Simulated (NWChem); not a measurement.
System: chlorine (Cl₂); SMILES ClCl

Here is an NWChem input.

```
start job
memory heap 200 mb stack 900 mb global 1100 mb
geometry units angstroms noautoz
  Cl     0.000000     0.000000     1.021525
  Cl     0.000000     0.000000    -1.021525
end
basis spherical
  * library def2-svp
end
dft
  xc kt2
  iterations 150
  mulliken
end
task dft energy
```

Structure relaxed at the B3LYP/6-31G* (spherical d) level.

### Question
Predict the main results of this run. (KT2/def2-SVP.) Quantities: energy (Ha); highest occupied level (eV); orbital gap (eV).

### Answer
| Property | Result |
|---|---|
| energy (Ha) | -926.84 |
| highest occupied level (eV) | -7.19 |
| orbital gap (eV) | 2.76 |
